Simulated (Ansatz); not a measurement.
C$_{8}$H$_{18}$, SMILES `CC[C@@H](C)[C@H](C)CC` at its PBE0-D4/def2-TZVP geometry, where that method's forces vanish. The species carries charge 0 and has multiplicity 1.

| atom | x (Å) | y (Å) | z (Å) |
| --- | --- | --- | --- |
| C1 | -2.5499 | -1.0859 | -0.1061 |
| C2 | -1.8165 | -0.1467 | -1.0483 |
| C3 | -0.2911 | -0.2291 | -0.9888 |
| C4 | 0.3133 | 0.7062 | -2.0285 |
| C5 | 0.2784 | -0.0174 | 0.4251 |
| C6 | -0.0637 | 1.3468 | 1.0100 |
| C7 | 1.7828 | -0.2864 | 0.4668 |
| C8 | 2.3388 | -0.4804 | 1.8678 |
| H9 | -2.3962 | -0.8197 | 0.9422 |
| H10 | -3.6262 | -1.0643 | -0.2921 |
| H11 | -2.2123 | -2.1185 | -0.2368 |
| H12 | -2.1345 | 0.8857 | -0.8625 |
| H13 | -2.1209 | -0.3647 | -2.0780 |
| H14 | -0.0173 | -1.2562 | -1.2707 |
| H15 | 1.4003 | 0.6200 | -2.0795 |
| H16 | 0.0689 | 1.7507 | -1.8161 |
| H17 | -0.0816 | 0.4771 | -3.0216 |
| H18 | -0.1886 | -0.7772 | 1.0649 |
| H19 | 0.2907 | 1.4340 | 2.0388 |
| H20 | 0.3985 | 2.1543 | 0.4354 |
| H21 | -1.1413 | 1.5237 | 1.0259 |
| H22 | 1.9933 | -1.1838 | -0.1269 |
| H23 | 2.3176 | 0.5347 | -0.0233 |
| H24 | 3.4040 | -0.7215 | 1.8391 |
| H25 | 1.8275 | -1.2988 | 2.3831 |
| H26 | 2.2260 | 0.4171 | 2.4802 |

(1) For each bond, give half the difference of the two atoms' forces along it (eV/Å; positive pushes the atoms apart) under PBE-D4, r2SCAN-D4, B3LYP-D4, ωB97M-V in def2-TZVPP. (Estimate.)

Results:

(1) The calculation gave: 
| bond | length (Å) | PBE-D4 | r2SCAN-D4 | B3LYP-D4 | ωB97M-V |
| --- | --- | --- | --- | --- | --- |
| C1–C2 | 1.519 | -0.01 | 0.11 | 0.19 | 0.18 |
| C1–H10 | 1.092 | 0.09 | -0.04 | -0.08 | -0.08 |
| C1–H11 | 1.094 | 0.11 | -0.03 | -0.06 | -0.07 |
| C2–C3 | 1.529 | 0.01 | 0.06 | 0.10 | 0.07 |
| C3–C4 | 1.523 | 0.00 | 0.09 | 0.16 | 0.14 |
| C3–C5 | 1.539 | 0.02 | 0.05 | 0.07 | 0.02 |
| C4–H15 | 1.092 | 0.10 | -0.04 | -0.09 | -0.07 |
| C4–H16 | 1.094 | 0.11 | -0.03 | -0.07 | -0.07 |
| C5–C6 | 1.523 | 0.00 | 0.09 | 0.17 | 0.14 |
| C5–C7 | 1.529 | 0.00 | 0.06 | 0.10 | 0.08 |
| C5–H18 | 1.098 | 0.12 | -0.05 | -0.15 | -0.12 |
| C7–C8 | 1.520 | -0.01 | 0.10 | 0.18 | 0.19 |
| C7–H22 | 1.096 | 0.11 | -0.04 | -0.11 | -0.10 |
| C8–H24 | 1.093 | 0.09 | -0.04 | -0.08 | -0.08 |

B3LYP here is the variant with VWN-RPA as its local correlation; programs differ in this.

Results of the Gaussian-basis code of Ansatz.
